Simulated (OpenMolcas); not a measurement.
**How basis sets differ on CH3Al (SMILES C[Al])**

The species is CH3Al (5 atoms), meant as a singlet with charge 0. SMILES: `C[Al]`. The shape is that of a PBE0-D4/def2-TZVP optimisation.

Quantity: the HOMO–LUMO gap, in eV. The values are calculated.

```csv
level,kind,program,value (eV)
HF/ANO-R0 (sfX2C),Hartree–Fock,OpenMolcas,9.35
HF/STO-3G,Hartree–Fock,OpenMolcas,13.83
HF/3-21G,Hartree–Fock,OpenMolcas,8.81
HF/cc-pVTZ,Hartree–Fock,OpenMolcas,8.80
```

The values span 8.80 to 13.83 eV. A Hartree–Fock LUMO above zero doesn't converge with the basis: it sinks as sets grow more diffuse. Orbital gaps aren't excitation energies.
